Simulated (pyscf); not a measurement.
## Routes from F–Ge(F)(F)–F (SMILES [F][Ge]([F])([F])[F]) + HF (SMILES F)

Candidate steps break at most two bonds and form at most two. Each was searched with GFN2-xTB (tblite) first. Structures and frequencies: ωB97X-D3(BJ)/def2-SVP in PySCF. Energies: ωB97M-D3(BJ)/def2-TZVP, kcal/mol, from the separated reactants, singlet surface; ΔG‡ with ideal gas, 1 atm, RRHO with modes under 100 cm⁻¹ raised to 100, one conformer, R ln 2 for chiral ones without a mode under 150 cm⁻¹.

```json
[
 {"products": "F–Ge(F)(F)–F + HF", "type": "four-centre exchange", "ΔE‡": "15.4", "ΔE": "0.0", "ΔG‡ 298 K": "23.9", "ΔG‡ 900 K": "43.3", "ν‡ (cm⁻¹)": "561i"},
 {"products": "F–F + F–GeH(F)–F", "type": "four-centre exchange", "ΔE‡": "200.0", "ΔE": "+135.9", "ΔG‡ 298 K": "203.6", "ΔG‡ 900 K": "217.3", "ν‡ (cm⁻¹)": "2284i"}
]
```

Plain bond fissions and candidates not yet searched are not listed, and one of them may be faster. Each barrier is that of the saddle found; lower ones may exist. One closed-shell reference is unstable to symmetry breaking; treat the single-reference values with care. Elements up to Kr have no core potential and no relativistic terms here.
